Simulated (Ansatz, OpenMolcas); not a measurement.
From Ansatz to OpenMolcas

Ansatz 0.2.0 runs this on SiO2 (SMILES O=[Si]=O):

molecule.yaml:
```yaml
crystal:
  periodic: [false, false, false]
  atoms:
    - {symbol: O, position_ang: [1.037222, 1.825736, 0.770699]}
    - {symbol: Si, position_ang: [-0.000730, 0.000440, -0.000160]}
    - {symbol: O, position_ang: [-0.690510, -1.217740, -0.513580]}
basis:
  gaussian: {orbitals: STO-3G}
total_charge: 0
hamiltonian: {xc: {name: B2PLYP}}
correlation: {frozen_orbitals: {O: 1, Si: 5}}
accuracy: high
```

```bash
$ ansatz run molecule.yaml --threads 1 --pin off --max-ram 2610MiB --events-out events.jsonl --progress --plain --runs-dir runs
```

The Si2–O1 distance was set to 2.237 Å, away from the relaxed value.

It gives a total energy of -433.966305 Eh.

Problem. How is this level of theory, on these atoms, set up in OpenMolcas 26.06 as an input file of the program's own?

Solution. For example:

struct.xyz:
```
3

O      1.037222     1.825736     0.770699
Si    -0.000730     0.000440    -0.000160
O     -0.690510    -1.217740    -0.513580
```

test.input:
```
* O2Si Kohn-Sham DFT

&GATEWAY
 BasLib=$CurrDir
 Coord=struct.xyz
 Basis=STO-3G
 Group=NoSym

&SEWARD
 GridInput
 Grid=UltraFine
 End of Grid

&SCF
 KSDFT=B2PLYP_SCF
 Thresholds=1e-10 1e-07 1e-07 1e-05
 PrOrbitals=1 1

&MBPT2
 Frozen=7
```

```bash
$ export MOLCAS_MEM=1860
$ pymolcas test.input > test.log
```

(Basis files named in the input come from the Basis Set Exchange and aren't shown.)

Its energy is -433.966305 Eh, 0.000 mEh from the first.
